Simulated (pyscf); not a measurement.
O=P–OH + hydrogen (H₂) → HO–PH–OH, an addition across a multiple bond or ene-type step (singlet surface; H–H broken, H–O, H–P formed). Structures and frequencies: ωB97X-D3(BJ)/def2-SVP in PySCF. Energies in kcal/mol from the separated reactants.

Small-basis levels: PySCF, no dispersion term, spherical d functions. AM1 to PM7: differences of heats of formation from MOPAC, which are fitted to 298 K values and so differ in kind from electronic energies by zero-point and thermal terms. 

| level | barrier | reaction energy |
|---|---|---|
| MP2/6-31G* | 68.0 | +0.6 |
| B3LYP/3-21G | 61.3 | -15.2 |
| B3LYP/LANL2DZ | 63.8 | -21.3 |
| PBE/def2-SVP | 41.3 | -11.9 |
| AM1 | 66.7 | -20.8 |
| PM3 | 65.7 | -1.4 |
| PM7 | [?] | +18.7 |
| ωB97M-D3(BJ)/def2-TZVP | [?] | -8.5 |

Question: Some entries are withheld; supply them.

Answer: 
- PM7, barrier: 79.6
- ωB97M-D3(BJ)/def2-TZVP, barrier: 48.1

Against the last row the barrier runs from -6.8 (PBE/def2-SVP) to +31.5 kcal/mol (PM7). ωB97M-D3(BJ)/def2-TZVP has limits of its own. On the product side the descent ends in a point that may be a rotor saddle (no frequency run), 1.1 kcal/mol over the lowest minimum found and 57.7 kcal/mol under the saddle at ωB97X-D3(BJ)/def2-TZVP. At the saddle there is also a short H–P contact that neither side keeps. This is the saddle that the search found; another between the same sides may lie lower.
